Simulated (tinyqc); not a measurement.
Worked calculation: Pariser-Parr-Pople SCF with singles CI, for the molecule O=CC=O (SMILES; centres numbered as the heavy atoms are written). One step of it, computed by the program tinyqc.

Task: Iteration 3: Fock matrix. F_rr = H_rr + P_rr gamma_rr / 2 + sum_(s != r) P_ss gamma_rs; F_rs = H_rs - P_rs gamma_rs / 2; E = tr P (H + F) / 2 + core repulsion sum_(r<s) z_r z_s gamma_rs.

P after iteration 2, order 1O, 2C, 3C, 4O:
$$\begin{pmatrix}
1.317344 & 0.892896 & 0.106970 & -0.300976 \\
0.892896 & 0.682656 & 0.300976 & 0.106970 \\
0.106970 & 0.300976 & 0.682656 & 0.892896 \\
-0.300976 & 0.106970 & 0.892896 & 1.317344
\end{pmatrix}$$

core matrix H (eV), order 1O, 2C, 3C, 4O:
$$\begin{pmatrix}
-30.660388 & -2.510000 & 0.000000 & 0.000000 \\
-2.510000 & -26.371391 & -2.390000 & 0.000000 \\
0.000000 & -2.390000 & -26.371391 & -2.510000 \\
0.000000 & 0.000000 & -2.510000 & -30.660388
\end{pmatrix}$$

repulsion gamma_rs (eV), order 1O, 2C, 3C, 4O:
$$\begin{pmatrix}
15.200000 & 5.772710 & 4.092353 & 3.095325 \\
5.772710 & 11.130000 & 5.346327 & 4.092353 \\
4.092353 & 5.346327 & 11.130000 & 5.772710 \\
3.095325 & 4.092353 & 5.772710 & 15.200000
\end{pmatrix}$$

Centres (angstrom, eV; a flat drawing with bonds scaled to 1.40 angstrom):
```
centre          x          y  core charge z          W   gamma_rr
1O       1.848000  -0.127000              1  17.700000  15.200000
2C       0.559000   0.421000              1  11.160000  11.130000
3C      -0.559000  -0.421000              1  11.160000  11.130000
4O      -1.848000   0.127000              1  17.700000  15.200000
```

Give: F; pi energy.

Result:

F (eV), order 1O, 2C, 3C, 4O:
$$\begin{pmatrix}
-9.8365 & -5.0872 & -0.2189 & 0.4658 \\
-5.0872 & -5.9270 & -3.1946 & -0.2189 \\
-0.2189 & -3.1946 & -5.9270 & -5.0872 \\
0.4658 & -0.2189 & -5.0872 & -9.8365
\end{pmatrix}$$

pi energy = -62.6602 eV
